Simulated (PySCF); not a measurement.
## Phosphorus: highly charged ions in a basis for the neutral atom

P⁹⁺ [He] 2s2 2p2, P¹⁰⁺ [He] 2s2 2p1. All numbers are calculated (PySCF 2.14, the non-relativistic Hamiltonian (point nucleus), in aug-cc-pV(D+d)Z). No spin-orbit coupling, so a gap to NIST mixes the basis error with missing relativistic terms.

Changed run: basis of the neutral atom used for a highly charged ion. This setting is unsound on purpose.

```tsv
species	method	sound run (hartree)	changed run (hartree)	converged
P⁹⁺	UHF	not run	-291.00498	yes
P⁹⁺	TPSS	not run	-291.24020	yes
P⁹⁺	PBE0	not run	-291.08079	yes
P¹⁰⁺	UHF	not run	-275.35644	yes
P¹⁰⁺	TPSS	not run	-275.57363	yes
P¹⁰⁺	PBE0	not run	-275.40901	yes
```

Ionisation energy of P⁹⁺:

| method | changed run (eV) | NIST (eV) |
| --- | --- | --- |
| UHF | 425.82 | 424.4 ± 0.09 |
| TPSS | 426.31 | 424.4 ± 0.09 |
| PBE0 | 426.45 | 424.4 ± 0.09 |

The contracted functions were made for the neutral atom and can be too rigid for a highly charged ion.
